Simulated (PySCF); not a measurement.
**Nonlinear optical response: `InChI=1S/C5H3N/c1-3-4-5-6-2/h5H,1H2`**

Cartesian coordinates in Å; atom numbers follow the order of the lines, from 1:
```xyz
9

C    -3.3022    1.5375   -1.1506
N    -2.5302    0.8038   -0.6653
C    -1.6748   -0.0868   -0.0780
C    -0.3643    0.0408   -0.1212
C     0.8926    0.1200   -0.1351
C     2.1986    0.2150   -0.1577
H    -2.1511   -0.9174    0.4333
H     2.6901    1.0386   -0.6642
H     2.8225   -0.5266    0.3292
```

Method: PySCF 2.14.0, quadratic response CAM-B3LYP/def2-TZVPD first hyperpolarisability, Taylor convention, gas phase. Geometry: PBE0-D3(BJ)/def2-TZVP.

Problem. What is the first hyperpolarisability, and how does it disperse?

Solution. In au, Taylor convention; the vector part is βᵢ = ⅓ Σⱼ (βᵢⱼⱼ + βⱼᵢⱼ + βⱼⱼᵢ); β∥ is 3/5 of the vector part along the dipole, the dipole points from − to +:
| process | λ (nm) | β vector norm | β∥ | β HRS | depolarisation ratio |
| --- | --- | --- | --- | --- | --- |
| static β(0;0,0) | ∞ | 114.2 | 2.2 | 63.1 | 2.72 |
| second harmonic β(−2ω;ω,ω) | 1907 | 124.3 | -1.4 | 67.9 | 2.78 |
| Pockels β(−ω;ω,0) | 1907 | 117.4 | 1.1 | – | – |
| second harmonic β(−2ω;ω,ω) | 1064 | 154.3 | -12.9 | 81.9 | 2.94 |
| Pockels β(−ω;ω,0) | 1064 | 125.1 | -1.7 | – | – |

Problem. Which lowest excitations, dipole and polarisabilities go with it?

Solution. S1 4.17 eV (f = 0.000); S2 4.95 eV (f = 0.686); S3 5.48 eV (f = 0.000); dipole 3.98 D; isotropic α 81.3 au static, 81.9 au at 1907 nm, 83.2 au at 1064 nm, 83.7 au at 953.5 nm, 90.2 au at 532 nm.
